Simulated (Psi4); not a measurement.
# SiH3O2 (SMILES O[SiH]O) at 3 levels

Aim: a comparison of 3 runs (UHF/3-21G, UHF/def2-SVP, UB3LYP/6-31G*) of SiH3O2. 

The calculation is run with Psi4 1.11.

8 further runs of the same task are left out: 1 that didn't finish, 7 set aside as unsound or not needed.

## Step 1: The system as given

SiH3O2: 6 atoms, total charge 0, spin state doublet. SMILES: `O[SiH]O`. Geometry: relaxed at PBE0-D4/def2-TZVP. This is one conformer, not always the lowest.

Bond lengths: O1–Si2 1.652 Å, Si2–O3 1.641 Å, O1–H4 0.958 Å, Si2–H5 1.496 Å, O3–H6 0.959 Å. Angles: O1–Si2–O3 107.5°, O1–Si2–H5 112.0°, O3–Si2–H5 104.2°, Si2–O1–H4 117.1°, Si2–O3–H6 117.2°.

## Step 2: A single-point energy at UHF/3-21G (run 1)

Contents of h3o2si.xyz:

```xyz
6
H3O2Si
O     -1.186200    -0.443400    -0.202500
Si     0.358900     0.083300    -0.457100
O      1.071000     0.255000     1.010900
H     -1.625300    -0.879000    -0.934700
H      0.393800     1.459300    -1.043800
H      0.987700    -0.475200     1.627200
```

Contents of h3o2si_ase.py:

```python
import numpy as np
from ase.calculators.psi4 import Psi4
from ase.io import read

atoms = read('h3o2si.xyz')
calc = Psi4(atoms=atoms, method='scf', basis='3-21G', memory='1600MB', num_threads=1, charge=0, multiplicity=2, label='calc', reference='uhf')
calc.psi4.set_options({'puream': True, 'e_convergence': 1e-09, 'd_convergence': 1e-08, 'scf_type': 'pk', 'maxiter': 200})
atoms.calc = calc

print(f'energy: {atoms.get_potential_energy():.6f} eV')
```

Launch:

```sh
python h3o2si_ase.py
```

calc.dat:

```text
[...]
  Running in c1 symmetry.
[...]
  Nuclear repulsion =  111.608997635231759
[...]
  Multiplicity = 2
[...]
  Nalpha       = 17
  Nbeta        = 16
[...]
    Number of basis functions: 37
[...]
   @UHF iter   1:  -437.95458901793751   -7.95984e-01   1.38414e-02 ADIIS/DIIS
[...]
   @UHF iter  14:  -438.06397223716385   -7.95808e-13   4.42703e-09 DIIS
[...]
   @S^2 Observed:                7.540878223E-01
[...]
    Orbital Energies [Eh]
    ---------------------
    Alpha Occupied:
       1A    -68.354377     2A    -20.448273     3A    -20.441555
       4A     -6.155592     5A     -4.256138     6A     -4.248900
       7A     -4.248368     8A     -1.354455     9A     -1.327094
      10A     -0.765736    11A     -0.680832    12A     -0.600928
      13A     -0.569995    14A     -0.528089    15A     -0.508616
      16A     -0.485685    17A     -0.316230
    Alpha Virtual:
      18A      0.175589    19A      0.207395    20A      0.275157
      21A      0.323305    22A      0.349662    23A      0.445658
      24A      0.476011    25A      0.622749    26A      0.641892
[...]
  @UHF Final Energy:  -438.06397223716385
   => Energetics <=
    Nuclear Repulsion Energy =            111.6089976352317592
    One-Electron Energy =                -829.3239463148830737
    Two-Electron Energy =                 279.6509764424874902
    Total Energy =                       -438.0639722371638527
  UHF NO Occupations:
  HONO-2 :   15  A 1.9993797
  HONO-1 :   16  A 1.9992141
[...]
 Multipole Moments:
 ------------------------------------------------------------------------------------
     Multipole            Electronic (a.u.)      Nuclear  (a.u.)        Total (a.u.)
 ------------------------------------------------------------------------------------
 L = 1.  Multiply by 2.5417464519 to convert [e a0] to [Debye]
 Dipole X            :          0.4651389           -0.5803200           -0.1151811
 Dipole Y            :         -1.1322654            0.1254905           -1.0067749
 Dipole Z            :         -0.3671397           -0.3258423           -0.6929820
 Magnitude           :                                                    1.2276345
[...]
```

Standard output:

```text
energy: -11920.327852 eV
```

It took 2 s on 1 thread of Intel Xeon Platinum 8375C at 2.90GHz (Ice Lake), shared host; peak memory 0.19 GiB.

## Step 3: Energy and gradient at UHF/def2-SVP (run 2)

Contents of h3o2si.json:

```json
{
  "schema_name": "qcschema_input",
  "schema_version": 1,
  "molecule": {
    "schema_name": "qcschema_molecule",
    "schema_version": 2,
    "symbols": ["O", "Si", "O", "H", "H", "H"],
    "geometry": [-2.24159313, -0.83790456, -0.38266954, 0.67822271, 0.15741419, -0.86379381, 2.02389668, 0.48188016, 1.91032414, -3.07137187, -1.66106926, -1.76632701, 0.74417415, 2.75767733, -1.97249613, 1.86648249, -0.89799785, 3.07496235],
    "molecular_charge": 0,
    "molecular_multiplicity": 2,
    "fix_symmetry": "c1",
    "fix_com": true,
    "fix_orientation": true
  },
  "driver": "gradient",
  "model": {
    "method": "hf",
    "basis": "def2-SVP"
  },
  "keywords": {
    "reference": "uhf",
    "puream": true,
    "e_convergence": 1e-09,
    "d_convergence": 1e-08,
    "scf_type": "pk",
    "maxiter": 200,
    "scf_properties": ["LOWDIN_CHARGES", "QUADRUPOLE", "MAYER_INDICES"]
  }
}
```

Launch:

```sh
psi4 --qcschema h3o2si.json -n 1 --memory 1600MB
```

stdout, cut to the lines that bear on the results:

```text
[...]
  Running in c1 symmetry.
[...]
  Nuclear repulsion =  111.608997689868531
[...]
  Multiplicity = 2
[...]
  Nalpha       = 17
  Nbeta        = 16
[...]
    Number of basis functions: 61
[...]
   @UHF iter   1:  -440.09654972380957   -7.67644e-01   9.12511e-03 DIIS/ADIIS
[...]
   @UHF iter  13:  -440.23187990081840   -5.22959e-12   8.36507e-09 DIIS
[...]
   @S^2 Observed:                7.540188443E-01
[...]
  @UHF Final Energy:  -440.23187990081840
   => Energetics <=
    Nuclear Repulsion Energy =            111.6089976898685308
    One-Electron Energy =                -831.9162725874024318
    Two-Electron Energy =                 280.0753949967155449
    Total Energy =                       -440.2318799008183987
  UHF NO Occupations:
  HONO-2 :   15  A 1.9996168
  HONO-1 :   16  A 1.9987213
[...]
 Multipole Moments:
 ------------------------------------------------------------------------------------
     Multipole            Electronic (a.u.)      Nuclear  (a.u.)        Total (a.u.)
 ------------------------------------------------------------------------------------
 L = 1.  Multiply by 2.5417464519 to convert [e a0] to [Debye]
 Dipole X            :         -7.4692959            7.2928311           -0.1764648
 Dipole Y            :         -0.3870594           -0.4457863           -0.8328457
 Dipole Z            :          0.0757263           -0.5357373           -0.4600111
 Magnitude           :                                                    0.9676683
 L = 2.  Multiply by 1.3450342976 to convert [e a0^2] to [Debye ang]
 Quadrupole XX       :       -112.2092576           92.8778621          -19.3313955
 Quadrupole XY       :        -30.2143832           29.8006567           -0.4137265
[...]
  -Total Gradient:
     Atom            X                  Y                   Z
    ------   -----------------  -----------------  -----------------
       1        0.007663998714     0.009865146290     0.014917908643
       2        0.000121644435    -0.011863621154     0.001260972708
       3       -0.000098834134     0.016194698866    -0.012839099660
       4       -0.005386907991    -0.007062626794    -0.013239518819
       5       -0.000017233420     0.005785988350     0.001130001354
       6       -0.002282667603    -0.012919585557     0.008769735776
[...]
```

The result, in JSON:

```text
{
 "driver": "gradient",
 "model": {
  "method": "hf",
  "basis": "def2-SVP"
 },
 "success": true,
 "return_result": [0.007663998714158432, 0.009865146290022636, 0.014917908642774813, 0.00012164443520765178, -0.011863621154017984, 0.001260972707682051, -9.883413436198585e-05, 0.016194698866006274, -0.012839099659836583, -0.005386907990540951, -0.007062626794287041, -0.013239518819348928, -1.7233420264909857e-05, 0.005785988349678806, 0.0011300013537318132, -0.0022826676031526064, -0.012919585557257918, 0.008769735775720322],
 "properties": {
  "calcinfo_nbasis": 61,
  "calcinfo_nmo": 61,
  "calcinfo_nalpha": 17,
  "calcinfo_nbeta": 16,
  "calcinfo_natom": 6,
  "nuclear_repulsion_energy": 111.60899768986853,
  "return_energy": -440.2318799008184,
  "return_gradient": [0.007663998714158432, 0.009865146290022636, 0.014917908642774813, 0.00012164443520765178, -0.011863621154017984, 0.001260972707682051, -9.883413436198585e-05, 0.016194698866006274, -0.012839099659836583, -0.005386907990540951, -0.007062626794287041, -0.013239518819348928, -1.7233420264909857e-05, 0.005785988349678806, 0.0011300013537318132, -0.0022826676031526064, -0.012919585557257918, 0.008769735775720322],
  "scf_one_electron_energy": -831.9162725874024,
  "scf_two_electron_energy": 280.07539499671554,
  "scf_dipole_moment": [-0.17646477949428707, -0.8328457312434565, -0.4600110546448539],
  "scf_total_energy": -440.2318799008184,
  "scf_total_gradient": [0.007663998714158432, 0.009865146290022636, 0.014917908642774813, 0.00012164443520765178, -0.011863621154017984, 0.001260972707682051, -9.883413436198585e-05, 0.016194698866006274, -0.012839099659836583, -0.005386907990540951, -0.007062626794287041, -0.013239518819348928, -1.7233420264909857e-05, 0.005785988349678806, 0.0011300013537318132, -0.0022826676031526064, -0.012919585557257918, 0.008769735775720322],
  "scf_iterations": 13
 }
}
```

Run time: 2.8 s. Hardware: 1 thread of Intel Xeon Platinum 8375C at 2.90GHz (Ice Lake), shared host; peak memory 0.21 GiB.

## Step 4: Energy and gradient at UB3LYP/6-31G(d) (spherical functions) (run 3)

Contents of input.dat:

```
memory 1600 mb

molecule geom {
  0 2
  O     -2.24159313    -0.83790456    -0.38266954
  Si     0.67822271     0.15741419    -0.86379381
  O      2.02389668     0.48188016     1.91032414
  H     -3.07137187    -1.66106926    -1.76632701
  H      0.74417415     2.75767733    -1.97249613
  H      1.86648249    -0.89799785     3.07496235
  units au
  symmetry c1
  no_reorient
  no_com
}

set basis 6-31G*
set reference uks
set puream true
set e_convergence 1e-09
set d_convergence 1e-08
set scf_type pk
set dft_radial_points 99
set dft_spherical_points 590
set maxiter 200

e_tot, wfn = gradient("b3lyp", return_wfn=True)
print_variables()
```

Launch:

```sh
psi4 -i input.dat -o output.dat -n 1
```

output.dat, cut to the lines that bear on the results:

```text
[...]
  Running in c1 symmetry.
[...]
  Nuclear repulsion =  111.608997689868531
[...]
  Multiplicity = 2
[...]
  Nalpha       = 17
  Nbeta        = 16
[...]
    Number of basis functions: 52
[...]
   @UKS iter   1:  -441.45340585465016   -2.00839e-01   1.70806e-02 DIIS/ADIIS
[...]
   @UKS iter  12:  -441.75429847145369   -3.92220e-12   6.54777e-09 DIIS
[...]
   @S^2 Observed:                7.516030994E-01
[...]
  @UKS Final Energy:  -441.75429847145369
   => Energetics <=
    Nuclear Repulsion Energy =            111.6089976898685308
    One-Electron Energy =                -832.5002600363311558
    Two-Electron Energy =                 310.8810557035153010
    DFT Exchange-Correlation Energy =     -31.7440918285063276
    Empirical Dispersion Energy =           0.0000000000000000
    VV10 Nonlocal Energy =                  0.0000000000000000
    Total Energy =                       -441.7542984714536942
[...]
 Multipole Moments:
 ------------------------------------------------------------------------------------
     Multipole            Electronic (a.u.)      Nuclear  (a.u.)        Total (a.u.)
 ------------------------------------------------------------------------------------
 L = 1.  Multiply by 2.5417464519 to convert [e a0] to [Debye]
 Dipole X            :         -7.5509507            7.2928311           -0.2581196
 Dipole Y            :         -0.2671969           -0.4457863           -0.7129832
 Dipole Z            :          0.2454048           -0.5357373           -0.2903326
 Magnitude           :                                                    0.8119506
[...]
  -Total Gradient:
     Atom            X                  Y                   Z
    ------   -----------------  -----------------  -----------------
       1        0.008639866059     0.000154572315    -0.008289802020
       2       -0.005024800233    -0.000340585232     0.013127983281
       3       -0.007084847962    -0.008939386818    -0.006673109037
       4        0.003530018423     0.004100584158     0.006545078092
       5       -0.000763999422    -0.001706911514     0.000211412912
       6        0.000680706495     0.006723028141    -0.004922321159
[...]
```

Wall time 17 s (1 thread of Intel Xeon Platinum 8375C at 2.90GHz (Ice Lake), shared host); peak memory 0.69 GiB.

## Step 5: The series

```
run                                level      task         integration grid  energy (Eh)  dipole moment (D)  HOMO energy (eV)  LUMO energy (eV)  wall time
  1                            UHF/3-21G    energy                        –  -438.063972               3.12             -8.61              1.56        2 s
  2                         UHF/def2-SVP  gradient                        –  -440.231880               2.46             -8.85              1.96      2.8 s
  3  UB3LYP/6-31G* (spherical functions)  gradient  99 radial × 590 angular  -441.754298               2.06             -5.19             -2.12       17 s
```

## Step 6: Outcome

| quantity | value |
| --- | --- |
| run 3: total energy | -441.75430 Eh |
| run 3: dipole moment | 2.06 D |
| run 3: HOMO energy (highest over α and β) | -5.19 eV |
| run 3: LUMO energy (lowest over α and β) | -2.12 eV |
| run 3: ⟨S²⟩ | 0.752 |
| run 3: largest force on an atom | 0.723 eV/Å |

What this shows: The dipole moment (its size) runs from 2.06 D (UB3LYP/6-31G*) to 3.12 D (UHF/3-21G). The two ends differ in method and basis. All runs together took 22 s, the longest 17 s.
